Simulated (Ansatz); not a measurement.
Compare A (`N=CCF`) with its isomer B (`CC(=N)F`).

Computed with Ansatz on PBE0-D4/def2-TZVP structures; ΔE is electronic, products minus reactants. CCSD(T)/CBS is the MP2 limit (def2-TZVPP, def2-QZVPP) plus CCSD(T) − MP2 in def2-TZVPP, frozen cores. Functionals use def2-TZVPP. B3LYP here is the variant with VWN-RPA as its local correlation; programs differ in this. One conformer a species, not always the lowest.

A:

```xyz
8

N     0.3946   -1.5280   -0.5105
C     0.6736   -0.3516   -0.1607
C    -0.2962    0.7134    0.2468
F    -1.5890    0.2526    0.1982
H    -0.6175   -1.6717   -0.4803
H     1.7231   -0.0396   -0.1417
H    -0.2073    1.5785   -0.4207
H    -0.0813    1.0465    1.2690
```

B:

Z-matrix (Å, degrees):
```
C
C 1 1.488
H 1 1.088 2 111.2
H 1 1.092 2 109.7 3 121.2
H 1 1.092 2 109.7 3 -121.2
N 2 1.247 1 132.0 3 -0.1
F 2 1.341 1 110.6 3 179.9
H 6 1.015 2 110.7 1 -0.0
```

(1) Which isomer does CCSD(T)/CBS put lower? Give the gap. (An estimate is asked.)

(2) Give E(B) − E(A) in kcal/mol with r2SCAN-D4, ωB97M-V, PBE0-D4, CCSD(T)/def2-SVP, CCSD/def2-TZVPP, B3LYP-D4, BLYP-D4. (Estimate.)

(3) Does the order hold for the free energy at 298.15 K (harmonic terms from PBE0-D4)? (Estimate.)

Largest T1 diagnostic: 0.012.

Results:

(1) The calculation gave: B, by 14.3 kcal/mol.

(2) The calculation gave: r2SCAN-D4 -16.6, ωB97M-V -15.4, PBE0-D4 -15.8, CCSD(T)/def2-SVP -14.2, CCSD/def2-TZVPP -14.0, B3LYP-D4 -14.7, BLYP-D4 -14.6. None reverses the order clearly.

(3) Ansatz gave: Yes: G(B) − G(A) = -14.7 kcal/mol, for one conformer each.

Leaving LDA and LC-ωPBE aside and taking each functional with its dispersion term where it has one, the values spread over 2.0 kcal/mol, from r2SCAN-D4 to BLYP-D4. LDA lies −1.7 kcal/mol from PBE without D4.
